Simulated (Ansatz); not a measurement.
**Heating and cooling a random packing of Li₅Mg₁₁**

A packing of 16 atoms, thrown in at random and pushed apart as soft spheres with like charges further apart (5 Li, 11 Mg) went through Langevin stages in a fixed cell of 22.53 Å³/atom, at one k point, without spin and with a Fermi–Dirac width of kT (0.05 eV at least). Method: DFT PBE, scalar-relativistic, plane waves, PAW (Ansatz 0.2.0).

| thermostat (K) | duration (fs) | friction (1/fs) | cutoff (eV) | mean T (K) | mean P (GPa) | mean square displacement (Å²) |
| --- | --- | --- | --- | --- | --- | --- |
| 1130 | 36 | 0.030 | 320 | 938 | 3.6 | 0.11 |
| 1130 | 375 | 0.030 | 420 | 1186 | 3.5 | 0.84 |
| 810 | 375 | 0.030 | 420 | 845 | 2.7 | 0.41 |
| 500 | 375 | 0.030 | 420 | 535 | 2.3 | 0.33 |
| 300 | 375 | 0.030 | 420 | 316 | 1.4 | 0.19 |

Means run over the second half of a stage; pressure includes the kinetic part; displacements count from the stage's start, the atoms' common shift taken off. In so short a run the atoms moved about a bond length or less in the hot stages, so this is an annealed packing, not a quenched equilibrium liquid.

Cell and atoms were then relaxed on coarser meshes and computed once more: Plane waves to 420 eV, a k mesh through Γ of 5×5×5 on the computed 16-atom cell and Gaussian smearing (0.10 eV); no spin polarisation.

Task: What structure is left?

Result: One draw of many: 21.79 Å³/atom with no gap on the mesh, 0.03 eV/atom below the elements' standard states (static lattices, no corrections for gases) (a random packing after short dynamics, relaxed).

Counting as bonded all pairs within 1.3 times the summed covalent radii:

| atom → neighbour | mean count | mean length (Å) | spread (Å) |
| --- | --- | --- | --- |
| Li → Li | 3.20 | 3.13 | 0.09 |
| Li → Mg | 8.80 | 3.13 | 0.08 |
| Mg → Li | 4.00 | 3.13 | 0.08 |
| Mg → Mg | 8.00 | 3.15 | 0.07 |

Angles between all pairs of such bonds at an atom (mean ± spread): 97 ± 34° at Li, 97 ± 34° at Mg.

```
Mg Li
1.0
     7.40445    0.27103    0.22078
     0.28091    7.49052   -0.18314
     0.24812   -0.19269    6.30686
Mg Li
11 5
Direct
  0.56496 0.78719 0.11347
  0.72500 0.44216 0.87300
  0.97651 0.70403 0.62778
  0.06315 0.28378 0.61847
  0.22268 0.94922 0.36880
  0.31252 0.53479 0.86358
  0.05807 0.28238 0.11953
  0.97564 0.70372 0.12895
  0.56190 0.79217 0.61586
  0.31765 0.53165 0.36491
  0.48247 0.19403 0.11142
  0.81903 0.03658 0.86992
  0.22513 0.94806 0.87080
  0.47480 0.20107 0.61635
  0.81261 0.03931 0.37311
  0.72741 0.45138 0.37551
```

The final mesh leaves forces up to 0.06 eV/Å and stresses up to 0.9 GPa: the relaxation ran on a coarser mesh, so the cell's shape, its bonds and its energy belong partly to that mesh.

Cost: 6 runs of about 23 core-minutes in all (earlier runs that led there not counted), on Intel Xeon 6975P-C (Granite Rapids) (shared hosts).